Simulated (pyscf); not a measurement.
H₃C–SiH₂–Cl + H atom (H•) -> H₃C–SiH•–Cl + hydrogen (H₂) (hydrogen abstraction; doublet surface; H–Si broken, H–H formed). Optimised with ωB97X-D3(BJ)/def2-SVP in PySCF. Energies in kJ/mol from the separated reactants.

```json
[
 {"level": "ωB97X-D3(BJ)/def2-TZVP", "barrier": "20.0", "reaction energy": "-44.8"},
 {"level": "PBE/def2-TZVP", "barrier": "[?]", "reaction energy": "-59.2"},
 {"level": "r²SCAN/def2-TZVP", "barrier": "-4.5", "reaction energy": "-62.9"},
 {"level": "B3LYP-D3(BJ)/def2-TZVP", "barrier": "0.0", "reaction energy": "-61.9"},
 {"level": "ωB97M-D3(BJ)/def2-TZVP", "barrier": "[?]", "reaction energy": "[?]"},
 {"level": "HF/def2-TZVP", "barrier": "58.7", "reaction energy": "-23.9"}
]
```

**Question.** Fill in the missing entries.

**Answer.** 
- PBE/def2-TZVP, barrier: -1.3
- ωB97M-D3(BJ)/def2-TZVP, barrier: 20.1
- ωB97M-D3(BJ)/def2-TZVP, reaction energy: -44.0

At PBE, r²SCAN this geometry lies under the reactants; that is no barrier but a single point on another level's saddle; such a level's own saddle, if it has one, lies nearer that side and is low. One saddle was located; it need not be the lowest between these sides. The angle at the transferred H is 177°.
